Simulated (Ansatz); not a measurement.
Results of PBE0-D3(BJ) (Ansatz, an electronic-structure program, PAW) for rock-salt HfN.

Run with plane-wave cutoff 460 eV, 10×10×10 k mesh, Fermi–Dirac smearing 0.05 eV, scalar-relativistic PAW data made under PBE.

Cell (relaxed at this level):

Space group Fm-3m (No. 225); a = b = c = 4.4884 Å, α = β = γ = 90.00°

```
atom  site  symmetry       x       y       z
----  ----  --------  ------  ------  ------
Hf      4a      m-3m  0.0000  0.0000  0.0000
N       4b      m-3m  0.5000  0.5000  0.5000
```
(The calculation used a cell of 2 atoms; values per cell refer to that cell.)

### Question
Give the computed bulk modulus B0 and pressure derivative B′ of the bulk modulus.

### Answer

bulk modulus B0: 301 GPa
pressure derivative B′ of the bulk modulus: 4.2

Measured, for comparison: bulk modulus 260 GPa (room temperature, not corrected to a static lattice, our sources range from 260 to 306; as tabulated in Synthesis of Binary Transition Metal Nitrides, Carbides and Borides from the …). Computed (rounded) less measured: bulk modulus not scored (sources differ).

Spin–orbit coupling is not included.

The computed numbers hold no vibrational or temperature effects.
